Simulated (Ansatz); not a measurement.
**C2H3FS: up Jacob's ladder to CCSD(T)**

One table from this session's results is given with a row withheld; the runs are named, their logs left out.

Program: Ansatz 0.2.0, Gaussian basis. Level of theory: functionals in def2-TZVPP, the program's frozen cores in correlated methods. These are calculated values, not measurements.

The runs, in order: LDA (SPW92), PBE-D4, revPBE-D4, BLYP-D4, r2SCAN-D4, B97M-V, PBE0-D4, B3LYP-D4, r2SCANh-D4, r2SCAN0-D4, HSE06-D4, BHLYP-D4, CAM-B3LYP-D4, LC-ωPBE, ωB97X-V, ωB97M-V, B2PLYP, PBE-QIDH; CCSD(T)/def2-SVP; CCSD(T)/def2-TZVPP; MP2/def2-QZVPP; extrapolation to the limit; RPA on PBE.

## The relaxed structure

An earlier PBE0-D4 in a triple-zeta def2 set relaxation fixed the geometry.

SMILES `C=C(F)S`, 7 atoms, charge 0, spin multiplicity 1.

Atoms are counted from 1 here; the program's logs count them from 0.

Bond lengths: C1–C2 1.322 Å, C1–H5 1.079 Å, C1–H6 1.082 Å, C2–F3 1.337 Å, C2–S4 1.753 Å, S4–H7 1.341 Å. Angles: C2–C1–H5 121.2°, C2–C1–H6 119.5°, H5–C1–H6 119.3°, C1–C2–F3 120.8°, C1–C2–S4 130.2°, F3–C2–S4 109.0°, C2–S4–H7 95.0°.

The first run:

in.yaml reads:

```yaml
crystal:
  periodic: [false, false, false]
  atoms:
    - {symbol: C, position_ang: [-0.520885, 0.633247, 0.457037]}
    - {symbol: C, position_ang: [0.323528, -0.369367, 0.285774]}
    - {symbol: F, position_ang: [0.879519, -0.983006, 1.335402]}
    - {symbol: S, position_ang: [0.908719, -1.118309, -1.187625]}
    - {symbol: H, position_ang: [-0.973238, 1.133068, -0.385918]}
    - {symbol: H, position_ang: [-0.764195, 0.959915, 1.458983]}
    - {symbol: H, position_ang: [0.207853, -0.323446, -2.009252]}
basis:
  gaussian: {orbitals: def2-TZVPP}
hamiltonian: {xc: lda}
output: {orbitals: {seedname: orbitals}}
```

Command:

```
$ ansatz run in.yaml --threads 2 --pin off --events-out ev --progress --plain --max-ram 4352MiB
```

Steps of the session up to this table: LDA; PBE-D4 (GGA); revPBE-D4 (GGA); BLYP-D4 (GGA); r2SCAN-D4 (meta-GGA); B97M-V (meta-GGA); B3LYP-D4 (hybrid); r2SCANh-D4 (hybrid); r2SCAN0-D4 (hybrid); HSE06-D4 (hybrid); BHLYP-D4 (hybrid); CAM-B3LYP-D4 (range-separated); LC-ωPBE (range-separated); ωB97X-V (range-separated); ωB97M-V (range-separated); B2PLYP (double hybrid); PBE-QIDH (double hybrid).

One of the session's tables, all rows but one given; the rest of the session is left out.

It belongs to the step «Frontier levels by functional». 

```
  functional  HOMO (eV)  gap (eV)
 LDA (SPW92)      -5.87      4.62
      PBE-D4      -5.70      4.65
   revPBE-D4      -5.64      4.68
     BLYP-D4      -5.55      4.59
   r2SCAN-D4          ?         ?
      B97M-V      -5.96      5.16
     PBE0-D4      -6.85      6.81
    B3LYP-D4      -6.64      6.31
  r2SCANh-D4      -6.35      5.98
  r2SCAN0-D4      -7.00      7.16
    HSE06-D4      -6.45      6.02
    BHLYP-D4      -7.86      8.78
CAM-B3LYP-D4      -8.16      9.18
     LC-ωPBE      -9.52     11.83
     ωB97X-V      -9.14     11.28
     ωB97M-V      -9.00     10.91
```

Estimate the missing values for r2SCAN-D4.

Worked estimate for «HOMO (eV)». Against the share of exact exchange, r2SCANh-D4 (0.1, -6.35), r2SCAN0-D4 (0.25, -7.00) give a slope of -4.33 per unit share; at 0 the line stands at -5.92.

As computed: HOMO (eV): -5.93; gap (eV): 5.19. In «HOMO (eV)» the line misses by +0.01.
